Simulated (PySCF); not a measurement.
Input of a run (PBE0-D3(BJ)/def2-SVP geometry optimisation, gas phase (PySCF 2.14.0)), started from MMFF94s:
```
{"job": {"xc": "PBE0", "basis": "def2-SVP", "d3": "d3bj", "grid": 1, "shake": 0.03, "kind": "geom"}, "charge": 0, "multiplicity": 1}
C      2.436220    -0.501030     0.542540
C      1.222780    -0.153450     0.255850
C     -0.171110     0.186880    -0.081230
C     -0.317380     1.475780    -0.348870
C     -1.152540    -0.914850    -0.093670
H      3.370620    -0.660980     0.760140
H      0.366490     2.244160    -0.330210
H     -1.384420     1.783460    -0.600240
H     -0.887320    -1.649810    -0.736090
H     -1.219650    -1.370930     0.955600
H     -2.165630    -0.524730    -0.292920
```

Output (energies in Eh, forces in Eh/bohr):
```
step   0  E = -193.63541563  max force = 0.230280
step   1  E = -193.67071716  max force = 0.025459
step   2  E = -193.67288566  max force = 0.017486
step   3  E = -193.67431711  max force = 0.006299
step   4  E = -193.67454563  max force = 0.006681
step   5  E = -193.67462504  max force = 0.001530
step   6  E = -193.67465073  max force = 0.001133
step   7  E = -193.67465938  max force = 0.000332
optimisation converged
```

Question: Summarise the run.

Answer: The energy falls by 24.6 kcal/mol over 8 energy and gradient evaluations, the largest force component goes from 0.2303 to 3.3e-04 Eh/bohr, and the atoms move by 0.078 Å rms after alignment. The bond that changes most is C1–H6 (terminal alkyne carbon to alkyne hydrogen), which lengthens by 0.102 Å. Bonds longer at the end by more than 0.005 Å: 5 of 10; shorter: 5. Among the angles that change most is C3–C4–H7, from 130.5° to 121.4°. The energy never rose by more than 1e-6 Eh on the way. The first step brought 90 % of the lowering.

Question: What are the final bond lengths?

Answer: C1≡C2 1.214 Å, C2–C3 1.433 Å, C3=C4 1.344 Å, C3–C5 1.503 Å, C1–H6 1.075 Å, C4–H7 1.092 Å, C4–H8 1.093 Å, C5–H9 1.102 Å, C5–H10 1.101 Å, C5–H11 1.099 Å. Numbering counts from 1 in the input's order; the species is `C#CC(=C)C`.

The run used 100 basis functions and 58 SCF cycles in all. Time: 29 s; peak memory 0.40 GiB. Hardware: Intel Xeon Platinum 8259CL at 2.50 GHz, one thread, on a shared host.

Whether it is a minimum is left open (no frequencies).
